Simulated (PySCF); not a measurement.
C2H4F2O

C2H4F2O is a small molecule, neutral, singlet. The structure, one conformer, was relaxed in the gas phase by PBE0-D3(BJ)/def2-SVP. No frequency run checks that it is a minimum.

SMILES: CC(O)(F)F

```tsv
atom	x (Å)	y (Å)	z (Å)
C1	0.362	-0.085	0.314
C2	-0.868	0.410	-0.387
O3	1.021	-0.991	-0.443
F4	1.187	0.953	0.620
F5	0.036	-0.633	1.517
H6	-0.586	0.873	-1.341
H7	-1.373	1.150	0.247
H8	-1.545	-0.432	-0.578
H9	1.812	-1.266	0.041
```

Shieldings: GIAO PBE0/pcSseg-2. Shifts are against computed references at the same level: C TMS (σ 184.1 ppm), H TMS (σ 31.24 ppm). Core levels by delta-SCF with SCAN, pcX-2 on the ionised atom and pcseg-1 elsewhere, spin-free X2C; from the vacuum level, for chosen atoms.

**Question.** Give the shieldings and core levels atom by atom.

**Answer.** 
| atoms | bonded to | σ (ppm) | δ (ppm) | core level (eV) |
| --- | --- | --- | --- | --- |
| C1 | 1 C + 2 F + 1 O | 51.7 | 132.4 | 1s 297.27 |
| C2 | 1 C + 3 H | 161.5 | 22.6 | 1s 291.59 |
| O3 | 1 C + 1 H | 205.6 | - | 1s 540.28 |
| F4 F5 | 1 C | 244.0 | - | 1s 693.26 |
| H6 H7 H8 | 1 C | 29.67 | 1.57 | - |
| H9 | 1 O | 28.49 | 2.75 | - |

Values are those of this one static structure, with the three H of a rotating XH3 group averaged; atoms that internal rotation interchanges would show their mean in an NMR spectrum.

**Question.** Which of C1, C2 holds its core electrons tightest, and by how much against the loosest?

**Answer.** C1 (bonded to 1 C + 2 F + 1 O), by 5.69 eV over C2 (bonded to 1 C + 3 H).

**Question.** By CAM-B3LYP/def2-SVPD (TDDFT singlets, Tamm-Dancoff triplets, ionisation by delta-SCF), where does absorption start, and what does vertical ionisation take?

**Answer.** The lowest singlet lies at 8.81 eV (f 0.015), the strongest of the first 6 at 10.42 eV (f 0.119), the lowest triplet at 8.44 eV; vertical ionisation takes 12.88 eV.
